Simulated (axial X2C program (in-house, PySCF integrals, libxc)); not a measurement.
## Excited states of AlS⁻ by EOM-EE-CCSD

Computed with an in-house all-electron X2C program for linear molecules (integrals from PySCF): two-component X2C with atomic mean-field Coulomb and Gaunt terms, Gaussian nuclei, basis S dyall-av3z, Al dyall-av3z with contracted cores.

R = 2.105 Å (near the PBE0 minimum at charge -1 of the determinant lowest at the starting distance; the state shown can have its own minimum elsewhere).

Hartree–Fock spinors of AlS⁻ (one of each Kramers pair; a window near the gap, which can cut inner shells):

```
  ω  occupied  ε (eV)                    character
1/2       yes  -18.03   68% S s, 12% Al p, 8% Al s
1/2       yes   -6.89    59% S p, 30% Al s, 5% S s
1/2       yes   -3.83   75% S p, 12% Al p, 8% Al d
3/2       yes   -3.77   75% S p, 13% Al p, 8% Al d
1/2       yes   -2.79  36% Al p, 34% Al s, 22% S p
1/2        no    3.01                     99% Al p
3/2        no    3.01                     99% Al p
1/2        no    3.04            91% Al p, 7% Al s
1/2        no    3.75    77% Al s, 9% S p, 9% Al p
1/2        no    5.52   48% S p, 35% Al d, 8% Al s
1/2        no    5.55   51% Al p, 38% Al d, 6% S p
```

Vertical excitation energies from the closed-shell determinant state of AlS⁻:

| Ω | excitation (eV) | cm⁻¹ | hole of the leading pair | particle of the leading pair | weight of the pair (for Ω = 0 its time-reversed partner can hold as much again) | singles weight |
| --- | --- | --- | --- | --- | --- | --- |
| 2 | 2.389 | 19269 | 37% Al sσ, 36% Al pσ, 19% S pσ | 66% Al pπ, 19% Al dπ, 7% S pπ | 0.95 | 0.95 |
| 1 | 2.389 | 19272 | 37% Al sσ, 36% Al pσ, 19% S pσ | 66% Al pπ, 19% Al dπ, 7% S pπ | 0.47 | 0.95 |
| 0⁻ | 2.390 | 19275 | 37% Al sσ, 36% Al pσ, 18% S pσ | 65% Al pπ, 20% Al dπ, 7% S pπ | 0.47 | 0.95 |
| 0⁺ | 2.390 | 19276 | 37% Al sσ, 36% Al pσ, 18% S pσ | 65% Al pπ, 20% Al dπ, 7% S pπ | 0.47 | 0.95 |
| 1 | 3.060 | 24680 | 36% Al pσ, 34% Al sσ, 22% S pσ | 57% Al pσ, 39% Al sσ | 0.94 | 0.94 |
| 0⁻ | 3.060 | 24680 | 36% Al pσ, 34% Al sσ, 22% S pσ | 57% Al pσ, 39% Al sσ | 0.47 | 0.94 |
| 1 | 3.100 | 25003 | 36% Al pσ, 29% Al sσ, 27% S pσ | 83% Al pπ, 7% Al dπ | 0.46 | 0.93 |
| 0⁺ | 3.209 | 25882 | 36% Al pσ, 32% Al sσ, 24% S pσ | 76% Al pσ, 21% Al sσ | 0.46 | 0.93 |
| 0⁻ | 3.325 | 26819 | 75% S pπ, 13% Al pπ, 8% Al dπ | 70% Al pπ, 13% S pπ, 8% S dπ | 0.24 | 0.92 |
| 1 | 3.325 | 26821 | 75% S pπ, 13% Al pπ, 8% Al dπ | 69% Al pπ, 13% S pπ, 9% S dπ | 0.49 | 0.92 |

This point took 17 s on 1 thread of AMD EPYC 9B45 (Zen 5) (shared host).

Reference electrons by ω block (each with its −ω partner): 1/2: 12, 3/2: 3. 10 electrons of AlS⁻ correlated (inner shells frozen), 88 natural virtual spinors (a truncated set); levels can be off by some tenths of an eV. Roots sought by Ω: (0: 5, 1: 4, 2: 3, 3: 1); rows need 60 % singles weight and stop where some Ω has no more roots. Missing are any skipped roots, higher Ω and states of a further excitation; these come out far too high here and may in truth be low or lowest. T1 of the reference 0.019 (Lee–Taylor). The highest Hartree–Fock level of the anion lies at -2.79 eV; relaxation, partly offset by correlation, puts the detachment threshold some tenths of an eV to over one eV lower in magnitude, and states above it are held by the basis set and are not bound. Number of frozen shells: S 2 s, 1 p; Al 2 s, 1 p.
